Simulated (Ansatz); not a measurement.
Results of PBEsol (Ansatz, a first-principles code, PAW) for rock-salt TiC.

Numerical settings: plane-wave cutoff 520 eV, 16×16×16 k mesh, Fermi–Dirac smearing 0.1 eV, perturbation theory, force constants from a 4×4×4 q mesh, no spin polarisation, scalar-relativistic PAW data made under PBE.

Computed at the level's own relaxed cell.

```cif
data_C4Ti4
_chemical_formula_sum 'Ti4 C4'
_space_group_name_H-M_alt 'Fm-3m'
_space_group_IT_number 225
_space_group_name_Hall '-F 4 2 3'
_cell_length_a 4.29311
_cell_length_b 4.29311
_cell_length_c 4.29311
_cell_angle_alpha 90.000
_cell_angle_beta 90.000
_cell_angle_gamma 90.000
loop_
_atom_site_label
_atom_site_type_symbol
_atom_site_symmetry_multiplicity
_atom_site_Wyckoff_symbol
_atom_site_fract_x
_atom_site_fract_y
_atom_site_fract_z
_atom_site_occupancy
Ti1 Ti 4 a 0.00000 0.00000 0.00000 1
C1 C 4 b 0.50000 0.50000 0.50000 1
```
(The calculation used a cell of 2 atoms; values per cell refer to that cell.)

Harmonic phonon frequencies (cm⁻¹; i marks an imaginary mode):

| q point | frequencies |
|---|---|
| Γ | 0 0 0 542 542 542 |
